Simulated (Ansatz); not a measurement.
Compare A (`N/C(F)=C\O`) with its isomer B (`FC1NCO1`).

Computed with Ansatz on PBE0-D4/def2-TZVP structures; ΔE is electronic, products minus reactants. CCSD(T)/CBS adds triple-zeta CCSD(T) − MP2 to the extrapolated MP2 energy (def2 sets, frozen cores). DFT in def2-TZVPP. B3LYP here is the variant with VWN-RPA as its local correlation; programs differ in this. Each species was taken in one conformer, which may not be the lowest.

A:

```xyz
9

N     0.959    0.770    0.122
C    -0.173    0.256   -0.502
F    -0.569    0.847   -1.658
C    -0.860   -0.769   -0.015
O    -0.527   -1.406    1.128
H     0.848    1.734    0.413
H     1.795    0.691   -0.445
H    -1.739   -1.162   -0.507
H     0.266   -0.962    1.463
```

B:

Z-matrix (Å, degrees):
```
C
N 1 1.434
F 1 1.358 2 113.8
O 1 1.399 2 93.1 3 -115.3
H 1 1.097 2 118.2 3 125.2
C 2 1.462 1 86.5 3 121.8
H 2 1.010 1 115.7 3 -120.2
H 6 1.096 2 115.4 1 108.3
H 6 1.094 2 114.9 1 -121.5
```

Question: Which is lower in electronic energy at CCSD(T)/CBS, and by how much? (Best estimate.)

Answer: Ansatz gave: A, by 9.3 kcal/mol.

Question: Give E(B) − E(A) in kcal/mol with MP2/def2-TZVPP, B3LYP, LDA (SPW92), BLYP-D4, B3LYP-D4, ωB97M-V, HF/def2-TZVPP. (Estimate.)

Answer: Ansatz gave: MP2/def2-TZVPP 8.0, B3LYP 12.1, LDA (SPW92) 10.3, BLYP-D4 14.2, B3LYP-D4 12.1, ωB97M-V 8.5, HF/def2-TZVPP 6.2. None reverses the order clearly.

Question: Does the order hold for the free energy at 298.15 K (harmonic terms from PBE0-D4)? (An estimate is asked.)

Answer: The calculation gave: Yes: G(B) − G(A) = +10.8 kcal/mol, for one conformer each.

Largest T1 diagnostic: 0.012.

In def2-TZVPP, CCSD(T) changes the Hartree–Fock value by +1.9 kcal/mol (the triples alone add +0.7 kcal/mol) and MP2 by +1.8 kcal/mol. From BLYP to BHLYP (50 % exact exchange), in def2-TZVPP and without D4, E(B) − E(A) moves by −5.1 kcal/mol.
